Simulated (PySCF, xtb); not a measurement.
Homolysis of single bonds, series B Br-SH. Isolated molecules, 0 K electronic values unless said otherwise. One relaxed conformer stands for each flexible species; it need not be the lowest. Strings in code marks are SMILES. Quantity: homolytic bond dissociation enthalpy at 298 K (no spin–orbit term). Thermal and zero-point terms are GFN2-xTB rigid-rotor harmonic values (xtb). Level 1: PBE-D3(BJ)/def2-TZVP // PBE0-D3(BJ)/def2-TZVP (PySCF). Level 2: PBE0-D3(BJ)/def2-TZVP (PySCF).

```csv
case,level 1 (kcal/mol),level 2 (kcal/mol)
"S–B bond of `SB(S)S`, giving `S[B]S` (H–S–B–S torsion 0°, S–B–S–H torsion -180°) and `[SH]`",99.7,99.1
"B–Br bond of `SB(S)Br` (H–S–B–Br torsion 0°, Br–B–S–H torsion -180°), giving `S[B]S` (H–S–B–S torsion 0°, S–B–S–H torsion -180°) and `[Br]`",101.9,101.0
"Br–B bond of `BrB(Br)Br`, giving `Br[B]Br` and `[Br]`",102.6,101.5
"B–Br bond of `SB(Br)Br` (H–S–B–Br torsion 180°), giving `S[B]Br` (H–S–B–Br torsion 0°) and `[Br]`",102.7,101.7
"S–B bond of `SB(S)Br` (H–S–B–Br torsion 0°, Br–B–S–H torsion -180°), giving `S[B]Br` (H–S–B–Br torsion 0°) and `[SH]`",103.0,withheld
"S–B bond of `SB(Br)Br` (H–S–B–Br torsion 180°), giving `Br[B]Br` and `[SH]`",105.0,104.2
```

Problem. Fit level 2 = a + b·x to the 5 complete rows by least squares, with x = level 1 in kcal/mol. Give a, b and the rms residual, and predict the withheld value.

Solution. Means of the 5 rows: x̄ = 102.38, ȳ = 101.5 kcal/mol. Σ(x − x̄)² = 14.428 and Σ(x − x̄)(y − ȳ) = 13.81, so b = 0.957 and a = ȳ − b·x̄ = 3.52 kcal/mol. The rms residual is 0.16 kcal/mol. At x = 103 the line gives 102.1 kcal/mol. The run for S–B bond of `SB(S)Br` (H–S–B–Br torsion 0°, Br–B–S–H torsion -180°), giving `S[B]Br` (H–S–B–Br torsion 0°) and `[SH]` gave 102.4 kcal/mol, so the line is off by 0.3 kcal/mol, within twice the rms residual.

Codes: PySCF, xtb.
